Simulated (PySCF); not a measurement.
Isomers of C2H6O. Isolated molecules, 0 K electronic values unless said otherwise. One relaxed conformer stands for each flexible species; it need not be the lowest. Strings in code marks are SMILES.

Quantity: vertical ionisation energy (energy after one electron is removed minus that of the parent at the parent's geometry), in eV.

Case: `COC`. Geometry of `O(C)C` (neutral, multiplicity 1, Å):

```xyz
9

C      1.0742     0.2928    -0.3297
O     -0.1722     0.8118     0.0375
C     -1.0944    -0.1977     0.3341
H      1.0004    -0.3392    -1.2266
H      1.7339     1.1339    -0.5440
H      1.5153    -0.3087     0.4783
H     -1.2691    -0.8525    -0.5319
H     -2.0341     0.2816     0.6094
H     -0.7541    -0.8220     1.1730
```

Question: What vertical ionisation energy (energy after one electron is removed minus that of the parent at the parent's geometry) does ωB97X-D3(BJ)/def2-TZVP // PBE0-D3(BJ)/def2-TZVP (PySCF) give?

Answer: 10.09 eV.
